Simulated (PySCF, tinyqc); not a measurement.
Inside a calculation. Method: MP2 on RHF in the sto-6g basis, frozen core, for BH, spin multiplicity 1. The lowest restricted solution is unstable here: a spin-polarised one lies 0.0067 hartree lower (PySCF). Computed by tinyqc, a small Python program that keeps every step (integrals from PySCF). Settings: charge = 0, multiplicity = 1, basis = sto-6g, method = RHF, frozen orbitals = 1, energy threshold = 1e-10, iteration cap = 76, orthogonalisation = symmetric, start = core, DIIS depth = 6. Command: `OMP_NUM_THREADS=1 python tinyqc.py 26686 26687 out.jsonl` (the two numbers bound the seeds that draw the settings). One thread of a shared host (Intel(R) Xeon(R) Processor @ 2.60GHz), about 0.1 s of CPU time with the checks. The early iterations of the SCF are left out here.

## One-electron integrals

Geometry (angstrom):

| atom | x | y | z |
|---|---|---|---|
| B | 0.000000 | 0.000000 | 0.000000 |
| H | 0.000000 | 0.000000 | 1.622000 |

Basis sto-6g: exponents (1/bohr^2) and contraction coefficients of normalised primitives:

| element | l (shell) | exponent | coefficient |
|---|---|---|---|
| B | s (1) | 506.011147 | 0.009164 |
| B | s (1) | 92.776814 | 0.049362 |
| B | s (1) | 25.955658 | 0.168538 |
| B | s (1) | 8.916445 | 0.370563 |
| B | s (1) | 3.462507 | 0.416492 |
| B | s (1) | 1.426054 | 0.130334 |
| B | s (2) | 23.194575 | -0.013253 |
| B | s (2) | 4.590810 | -0.046992 |
| B | s (2) | 1.426819 | -0.033785 |
| B | s (2) | 0.548948 | 0.250242 |
| B | s (2) | 0.238410 | 0.595117 |
| B | s (2) | 0.109280 | 0.240706 |
| B | p (3) | 23.194575 | 0.003760 |
| B | p (3) | 4.590810 | 0.037679 |
| B | p (3) | 1.426819 | 0.173897 |
| B | p (3) | 0.548948 | 0.418036 |
| B | p (3) | 0.238410 | 0.425859 |
| B | p (3) | 0.109280 | 0.101708 |
| H | s (1) | 35.523221 | 0.009164 |
| H | s (1) | 6.513144 | 0.049361 |
| H | s (1) | 1.822143 | 0.168538 |
| H | s (1) | 0.625955 | 0.370563 |
| H | s (1) | 0.243077 | 0.416492 |
| H | s (1) | 0.100112 | 0.130334 |

Overlap, kinetic and nuclear-attraction integrals over the contracted functions; the nuclear repulsion is the sum of Za Zb / Rab.

nuclear repulsion = 1.63124911 hartree

overlap S, lower triangle:
```
           1B 1s     1B 2s    1B 2px    1B 2py    1B 2pz     2H 1s
1B 1s   1.000000
1B 2s   0.264891  1.000000
1B 2px  0.000000  0.000000  1.000000
1B 2py  0.000000  0.000000  0.000000  1.000000
1B 2pz  0.000000  0.000000  0.000000  0.000000  1.000000
2H 1s   0.025908  0.281834  0.000000  0.000000  0.328607  1.000000
```

kinetic energy T (hartree), lower triangle:
```
            1B 1s     1B 2s    1B 2px    1B 2py    1B 2pz     2H 1s
1B 1s   10.947243
1B 2s   -0.333880  0.374498
1B 2px   0.000000  0.000000  1.125026
1B 2py   0.000000  0.000000  0.000000  1.125026
1B 2pz   0.000000  0.000000  0.000000  0.000000  1.125026
2H 1s   -0.008454  0.014242  0.000000  0.000000  0.076136  0.768522
```

nuclear attraction V (hartree), lower triangle:
```
             1B 1s      1B 2s     1B 2px     1B 2py     1B 2pz      2H 1s
1B 1s   -23.717971
1B 2s    -2.830610  -4.074363
1B 2px    0.000000   0.000000  -4.053242
1B 2py    0.000000   0.000000   0.000000  -4.053242
1B 2pz   -0.010515  -0.098804   0.000000   0.000000  -4.116086
2H 1s    -0.303988  -0.911315   0.000000   0.000000  -1.008191  -2.866900
```

core Hamiltonian H = T + V (hartree), lower triangle:
```
             1B 1s      1B 2s     1B 2px     1B 2py     1B 2pz      2H 1s
1B 1s   -12.770727
1B 2s    -3.164490  -3.699865
1B 2px    0.000000   0.000000  -2.928216
1B 2py    0.000000   0.000000   0.000000  -2.928216
1B 2pz   -0.010515  -0.098804   0.000000   0.000000  -2.991060
2H 1s    -0.312442  -0.897073   0.000000   0.000000  -0.932055  -2.098378
```

## Two-electron integrals

Functions are numbered as in S; the eight-fold symmetry (ij|kl) = (ji|kl) = (kl|ij) leaves the list below.

Two-electron integrals (ij|kl) in chemists' order, unique and non-zero (hartree):
```
(11|11) 2.924993   (21|11) 0.480756   (21|21) 0.099484   (22|11) 0.743449
(22|21) 0.188967   (22|22) 0.544922   (31|31) 0.021096   (32|31) 0.030854
(32|32) 0.120443   (33|11) 0.743450   (33|21) 0.188967   (33|22) 0.544922
(33|33) 0.587109   (41|41) 0.021096   (42|41) 0.030854   (42|42) 0.120443
(43|43) 0.031641   (44|11) 0.743450   (44|21) 0.188967   (44|22) 0.544922
(44|33) 0.523827   (44|44) 0.587109   (51|51) 0.021096   (52|51) 0.030854
(52|52) 0.120443   (53|53) 0.031641   (54|54) 0.031641   (55|11) 0.743450
(55|21) 0.188967   (55|22) 0.544922   (55|33) 0.523827   (55|44) 0.523827
(55|55) 0.587109   (61|11) 0.048329   (61|21) 0.009709   (61|22) 0.018357
(61|33) 0.018259   (61|44) 0.018259   (61|51) 0.000766   (61|52) 0.001482
(61|55) 0.018553   (61|61) 0.000983   (62|11) 0.144293   (62|21) 0.037482
(62|22) 0.122578   (62|33) 0.118880   (62|44) 0.118880   (62|51) 0.004329
(62|52) 0.027660   (62|55) 0.129974   (62|61) 0.003911   (62|62) 0.042515
(63|31) 0.003471   (63|32) 0.016778   (63|53) 0.004868   (63|63) 0.004008
(64|41) 0.003471   (64|42) 0.016778   (64|54) 0.004868   (64|64) 0.004008
(65|11) 0.148446   (65|21) 0.039021   (65|22) 0.133876   (65|33) 0.127132
(65|44) 0.127132   (65|51) 0.007212   (65|52) 0.043657   (65|55) 0.147364
(65|61) 0.004235   (65|62) 0.053908   (65|65) 0.071002   (66|11) 0.325373
(66|21) 0.086101   (66|22) 0.318269   (66|33) 0.301684   (66|44) 0.301684
(66|51) 0.010228   (66|52) 0.089679   (66|55) 0.351437   (66|61) 0.009085
(66|62) 0.152172   (66|65) 0.207694   (66|66) 0.774999
```

## Orthogonalisation

S = U s U^T; symmetric (Loewdin) form X = U s^(-1/2) U^T, so that X^T S X = 1.

eigenvalues of S: 0.536758  0.805639  1.000000  1.000000  1.174022  1.483581

X, lower triangle:
```
            1B 1s      1B 2s    1B 2px    1B 2py     1B 2pz     2H 1s
1B 1s    1.028512
1B 2s   -0.143629   1.064795
1B 2px   0.000000   0.000000  1.000000
1B 2py   0.000000   0.000000  0.000000  1.000000
1B 2pz  -0.005648   0.041785  0.000000  0.000000   1.047132
2H 1s    0.018924  -0.165106  0.000000  0.000000  -0.187198  1.082525
```

## Iteration 7 (converged): orbitals

converged F (hartree), lower triangle:
```
            1B 1s      1B 2s    1B 2px    1B 2py     1B 2pz      2H 1s
1B 1s   -7.462928
1B 2s   -2.084148  -0.970739
1B 2px   0.000000   0.000000  0.253374
1B 2py   0.000000   0.000000  0.000000  0.253374
1B 2pz  -0.017309   0.001729  0.000000  0.000000  -0.018523
2H 1s   -0.209506  -0.313790  0.000000  0.000000  -0.314349  -0.215465
```

Diagonalise F' = X^T F X, C = X C', fill 3 alpha and 3 beta electrons from the bottom; D = 2 C_occ C_occ^T. Each column has its largest component positive (the first on a tie).

F' = X^T F X (hartree), lower triangle:
```
           1          2         3         4          5          6
1  -7.305079
2  -1.052802  -0.517899
3   0.000000   0.000000  0.253374
4   0.000000   0.000000  0.000000  0.253374
5  -0.034997   0.088555  0.000000  0.000000   0.099250
6   0.009718  -0.223611  0.000000  0.000000  -0.338691  -0.038038
```

orbital energies (hartree): MO1 -7.464779, MO2 -0.486090, MO3 -0.245413, MO4 0.253374, MO5 0.253374, MO6 0.434515

coefficients C:
```
              MO1        MO2        MO3        MO4       MO5        MO6
1B 1s    0.995395  -0.234895  -0.154745   0.000000  0.000000  -0.094459
1B 2s    0.017185   0.794576   0.612799   0.000000  0.000000   0.419827
1B 2px   0.000000   0.000000   0.000000   0.879605  0.475704   0.000000
1B 2py   0.000000   0.000000   0.000000  -0.475704  0.879605   0.000000
1B 2pz   0.003161   0.127605  -0.576600   0.000000  0.000000   0.885746
2H 1s   -0.002964   0.421066  -0.543789   0.000000  0.000000  -0.872645
```

D after iteration 7, lower triangle:
```
            1B 1s      1B 2s    1B 2px    1B 2py    1B 2pz     2H 1s
1B 1s    2.139866
1B 2s   -0.528728   2.014337
1B 2px   0.000000   0.000000  0.000000
1B 2py   0.000000   0.000000  0.000000  0.000000
1B 2pz   0.124798  -0.503788  0.000000  0.000000  0.697522
2H 1s   -0.035416   0.002570  0.000000  0.000000  0.734539  0.946023
```

Within a degenerate level the vectors are fixed only up to a rotation; this is one choice.

## Convergence

Stop when the energy changes by less than 1e-10 hartree and every element of the error matrix X^T (F D S - S D F) X is below 3e-06.

Course of the cycle:

| iteration | E (hartree) | change | largest element of the error matrix |
|---|---|---|---|
| 1 | -24.29733867 | - | 4.61e-01 |
| 2 | -24.91568197 | -6.18e-01 | 1.25e-01 |
| 3 | -24.94287990 | -2.72e-02 | 3.76e-02 |
| 4 | -24.94521055 | -2.33e-03 | 2.33e-03 |
| 5 | -24.94521786 | -7.31e-06 | 1.24e-04 |
| 6 | -24.94521789 | -2.56e-08 | 9.38e-07 |
| 7 | -24.94521789 | -6.64e-13 | 1.38e-07 |

PySCF RHF in the same basis = -24.94521789 hartree

Converged in 7 iterations.

## Integrals over molecular orbitals

(pq|rs) = sum C_ip C_jq C_kr C_ls (ij|kl), one index at a time.

one-electron integrals over orbitals h = C^T H C (hartree), lower triangle:
```
            1          2          3          4          5          6
1  -12.760908
2    0.308554  -2.938057
3    0.194192  -0.256700  -2.681220
4    0.000000   0.000000   0.000000  -2.928216
5    0.000000   0.000000   0.000000   0.000000  -2.928216
6    0.122972  -0.439559   0.359456   0.000000   0.000000  -2.484719
```

Two-electron integrals over orbitals (pq|rs), unique and non-zero (hartree); the lowest 1 orbital is frozen and left out:
```
(22|22) 0.486418    (32|22) -0.029740   (32|32) 0.115125    (33|22) 0.437523
(33|32) 0.027696    (33|33) 0.489435    (42|42) 0.077978    (43|42) 0.043709
(43|43) 0.044042    (44|22) 0.466133    (44|32) 0.075064    (44|33) 0.453528
(44|44) 0.587109    (52|52) 0.077978    (53|52) 0.043709    (53|53) 0.044042
(54|54) 0.031641    (55|22) 0.466133    (55|32) 0.075064    (55|33) 0.453528
(55|44) 0.523827    (55|55) 0.587109    (62|22) 0.045914    (62|32) 0.035570
(62|33) -0.010965   (62|44) 0.088670    (62|55) 0.088670    (62|62) 0.103040
(63|22) 0.004589    (63|32) -0.103189   (63|33) -0.036775   (63|44) -0.081100
(63|55) -0.081100   (63|62) -0.061682   (63|63) 0.122635    (64|42) 0.030570
(64|43) 0.001196    (64|64) 0.027599    (65|52) 0.030570    (65|53) 0.001196
(65|65) 0.027599    (66|22) 0.499029    (66|32) -0.059331   (66|33) 0.462307
(66|44) 0.447766    (66|55) 0.447766    (66|62) 0.015994    (66|63) 0.033399
(66|66) 0.552233
```

## Second-order Moller-Plesset energy

Hartree-Fock energy = -24.94521789 hartree

E2 = sum_ijab (ia|jb) [2 (ia|jb) - (ib|ja)] / (e_i + e_j - e_a - e_b) over occupied i, j and virtual a, b; the opposite-spin part is (ia|jb)^2 / denominator, the rest is same-spin, and SCS-MP2 scales them by 6/5 and 1/3.

Terms:

| i | j | a | b | (ia\|jb) | (ib\|ja) | denominator | term |
|---|---|---|---|---|---|---|---|
| 3 | 3 | 6 | 6 | 0.122635 | 0.122635 | -1.359854 | -0.011060 |
| 2 | 2 | 6 | 6 | 0.103040 | 0.103040 | -1.841210 | -0.005766 |
| 2 | 2 | 5 | 5 | 0.077978 | 0.077978 | -1.478930 | -0.004111 |
| 2 | 2 | 4 | 4 | 0.077978 | 0.077978 | -1.478930 | -0.004111 |
| 2 | 3 | 6 | 6 | -0.061682 | -0.061682 | -1.600532 | -0.002377 |
| 3 | 2 | 6 | 6 | -0.061682 | -0.061682 | -1.600532 | -0.002377 |
| 3 | 3 | 4 | 4 | 0.044042 | 0.044042 | -0.997574 | -0.001944 |
| 3 | 3 | 5 | 5 | 0.044042 | 0.044042 | -0.997574 | -0.001944 |
| 2 | 3 | 5 | 5 | 0.043709 | 0.043709 | -1.238252 | -0.001543 |
| 2 | 3 | 4 | 4 | 0.043709 | 0.043709 | -1.238252 | -0.001543 |
| 3 | 2 | 5 | 5 | 0.043709 | 0.043709 | -1.238252 | -0.001543 |
| 3 | 2 | 4 | 4 | 0.043709 | 0.043709 | -1.238252 | -0.001543 |

Pair energies (hartree; pair i-j sums ij and ji):

| pair | opposite spin | same spin |
|---|---|---|
| 2-2 | -0.013989 | 0.000000 |
| 3-2 | -0.010926 | 0.000000 |
| 3-3 | -0.014948 | 0.000000 |

MP2 correlation energy = -0.03986344 hartree

SCS-MP2 correlation energy = -0.04783612 hartree

MP2 total energy = -24.98508132 hartree
